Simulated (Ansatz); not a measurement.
**A rate constant, worked out**

An elementary step of CH$_{5}$BO, singlet (CH₅BO ([CH3][BH][OH]) → CH₃B ([BH][CH2]) + H₂O (still joined by a long B–O bond); B–O, C–H broken or loosened, O–H formed or tightened). The start structure is the reactant molecule, and the electronic barrier above it is 3.556 eV by CCSD(T) at an estimated basis limit (MP2 extrapolated from triple and quadruple zeta, plus CCSD(T) − MP2 in triple zeta). Computed with Ansatz 0.2.0 (basis: def2-TZVPP and def2-QZVPP); correlated methods freeze the cores. Extrapolation: Hartree–Fock as exp(−7.88 √X), correlation as X^−2.97. Harmonic wavenumbers at PBE0-D4/def2-TZVP (Ansatz 0.2.0), in cm⁻¹:

Start: 113, 390, 562, 779, 786, 930, 983, 1075, 1191, 1314, 1389, 1447, 1471, 2598, 3031, 3100, 3111, 3854.

Saddle: 1469i, 311, 469, 641, 752, 786, 816, 868, 949, 1039, 1260, 1341, 1473, 1908, 2706, 3117, 3208, 3807.

(1) Work out the transition-state-theory rate constant at 800 K from these numbers alone (harmonic vibrations; rotation, path degeneracy and anharmonicity left out), and the Wigner tunnelling factor. Use 1 cm⁻¹ = 1.2398 × 10⁻⁴ eV and k_B = 8.617 × 10⁻⁵ eV/K.

T1 diagnostic: at most 0.013.

## Answers

(1) Zero-point energies, half the sums: start 28124/2 cm⁻¹ = 1.7435 eV; saddle, real modes only, 25451/2 cm⁻¹ = 1.5778 eV.
Barrier with zero-point energy: 3.556 + 1.5778 − 1.7435 = 3.3903 eV.
k_BT = 0.06894 eV, so the barrier is 49.18 k_BT.
Vibrational partition functions from the zero-point level, ln q = −Σ ln(1 − exp(−hν/k_BT)): start 4.426, saddle 3.558.
k = (k_BT/h) exp(ln q‡ − ln q) exp(−E0/k_BT), with log₁₀(k_BT/h in s⁻¹) = 13.22: log₁₀ k = 13.22 + (-0.868 − 49.18)/2.3026 = -8.52, so k ≈ 3 × 10^(-9) s⁻¹.
Wigner factor: 1 + (hν‡/k_BT)²/24 = 1 + (2.64)²/24 = 1.29. A change of 1 kcal/mol (0.043 eV) in the barrier would change k by a factor of 1.9 at this temperature.

Labels in which every atom is bracketed show which atoms are joined, not bond orders.

For scale, one of the runs: CCSD(T)/def2-TZVPP, 163 basis functions, launched by `ansatz run in.yaml --threads 2 --pin off --events-out ev --progress --plain --max-ram 4352MiB`. Hardware: 2 CPU threads of an Arm Neoverse V1, shared host. Wall time 23 s; peak host memory 1.3 GiB.
